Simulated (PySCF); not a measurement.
# LiH⁺: frontier orbitals

CAM-B3LYP at R = 2.219 Å; basis Li cc-pVTZ, H cc-pVTZ; no relativity; PySCF 2.14. State: ²Σ⁺ (doublet), unpaired electrons σ ↑. Only the outer orbitals are listed, counted within each symmetry.

```
spin  orbital  occ.  ε (eV)  on Li (%)           main shells (%)
   α       2σ     1  -17.20         15                    85 H s
   α       3σ     0   -5.79        100                   96 Li s
   α       1π     0   -4.38         99                   98 Li p
   α       1π     0   -4.38         99                   98 Li p
   β       2σ     0   -8.16         55  45 H s, 37 Li s, 16 Li p
   β       3σ     0   -5.55         88  60 Li s, 27 Li p, 12 H s
   β       1π     0   -4.52        100                   99 Li p
```

Problem. Which are the highest filled and the lowest empty level, where do they sit, and how wide is the gap?

Solution. Highest filled α 2σ at -17.20 eV (in %: 85 H s); lowest empty β 2σ at -8.16 eV (in %: 45 H s, 37 Li s, 16 Li p); the gap at CAM-B3LYP is 9.04 eV.

The bond order (Mayer) is 0.25. The ⟨S²⟩ is 0.750, the charge on Li (Mulliken, basis-dependent) is 0.85 and the charge on Li (Löwdin, basis-dependent) is 0.77. The dipole moment (positive dipole points towards H; it is taken about the centre of mass and depends on that origin) is -0.64 D. The polarisability along the bond is 6.2 bohr³. The polarisability across the bond is 4.3 bohr³.

The state is the lowest determinant that a PBE0 search found; another state may lie lower at other levels.
